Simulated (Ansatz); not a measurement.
Species: CH3O, net charge 0, doublet state. SMILES: [CH2]O
Coordinates optimised at B3LYP-D3(BJ)/def2-TZVP (Ansatz, a first-principles code):
```xyz
5

C      0.6856     0.0200    -0.0430
O     -0.6711    -0.1179     0.0029
H     -1.0910     0.7448    -0.0816
H      1.1252     0.9802     0.1938
H      1.2214    -0.9012     0.1227
```
Charge 0, spin multiplicity 2.

Wanted: enthalpy of formation at 298 K, in kcal/mol. Terms: non-relativistic; LANL2DZ all-electron up to Ne; 6-311+G** with 5d; open shells spin-unrestricted; 6-31G* and kin with 6d, 5d where marked; no spin-orbit coupling; valence correlation only; dispersion terms only where a functional's name holds one. Basis-set limits of correlation are two-point, X^-3; Hartree-Fock from the larger set. First-principles rows: single points at B3LYP-D3(BJ) geometries (Ansatz), with unscaled harmonic terms from B3LYP/6-31G* at its own minima, enthalpies of formation by atomisation with measured atoms.

Measured values: Active Thermochemical Tables 1.112 (ions: stationary electron), as tabulated in the package chemicals; they hold spin-orbit and core effects, anharmonicity. 

Value to compare with, the measured value: -3.8 kcal/mol.

| level | program | enthalpy of formation at 298 K (kcal/mol) | error |
|---|---|---|---|
| PBE/STO-3G | Ansatz | -60.5 | -56.7 |
| PBE/3-21G | Ansatz | 3.6 | 7.4 |
| PBE/LANL2DZ | Ansatz | 7.0 | 10.8 |
| PBE/6-31G* | Ansatz | -10.4 | -6.6 |
| PBE/def2-SVP | Ansatz | -15.9 | -12.1 |
| PBE/6-311+G** | Ansatz | -12.5 | -8.7 |
| PBE/def2-TZVPD | Ansatz | -14.9 | -11.1 |
| CCSD(T)/CBS(cc-pVTZ,cc-pVQZ) | Ansatz | -3.0 | 0.8 |

Among the 6 habitual levels, PBE/STO-3G lies farthest from the measured value (-56.7 kcal/mol); 2 of 6 lie above it, and their mean absolute error is 17.1 kcal/mol, the median 9.8. One case shows no general order.

The sets are all those run for this method; runs whose electronic state is in doubt are left out.
